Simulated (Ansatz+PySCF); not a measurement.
# singlet Li2: levels of theory in one basis

```xyz
2

Li    0.0000    0.0000   -1.9510
Li    0.0000    0.0000    1.9510
```

Basis set: 6-31G (spherical functions). All electrons are correlated. Charge 0, multiplicity 1.

Computed with Ansatz (development build ahead of 0.2.0); each method stands on the lowest determinant of its kind that the runs found.

```json
{"method": "RHF", "E − E(RHF) (eV)": "0.00", "<S²> of the determinant": "0.00"}
{"method": "UHF", "E − E(RHF) (eV)": "-0.45", "<S²> of the determinant": "0.81"}
{"method": "RHF-MP2", "E − E(RHF) (eV)": "-0.48", "<S²> of the determinant": "–"}
{"method": "UHF-MP2", "E − E(RHF) (eV)": "-0.55", "<S²> of the determinant": "0.81"}
{"method": "RHF-CCSD", "E − E(RHF) (eV)": "-0.82", "<S²> of the determinant": "–"}
{"method": "UHF-CCSD", "E − E(RHF) (eV)": "-0.82", "<S²> of the determinant": "0.81"}
{"method": "RHF-CCSD(T)", "E − E(RHF) (eV)": "-0.82", "<S²> of the determinant": "–"}
{"method": "full CI (lowest root of this spin)", "E − E(RHF) (eV)": "-0.82", "<S²> of the determinant": "–"}
```

At such a shape the full CI root can have another spatial symmetry than the determinants, so the rows needn't describe one state.

Problem. Is a single determinant a sound starting point here?

Solution. It is doubtful. Unrestricted orbitals lower Hartree–Fock by 0.45 eV and <S²> is 0.81 where a pure state has 0.00, a sign of strong static correlation.

Caution for RHF, RHF-MP2, RHF-CCSD, RHF-CCSD(T): an unrestricted determinant lies well below. Caution for UHF, UHF-MP2, UHF-CCSD: the unrestricted determinant is a mixture of spin states; the determinant may break the point group. Caution for RHF-MP2, UHF-MP2, RHF-CCSD, UHF-CCSD, RHF-CCSD(T): large amplitudes, a single reference is doubtful.
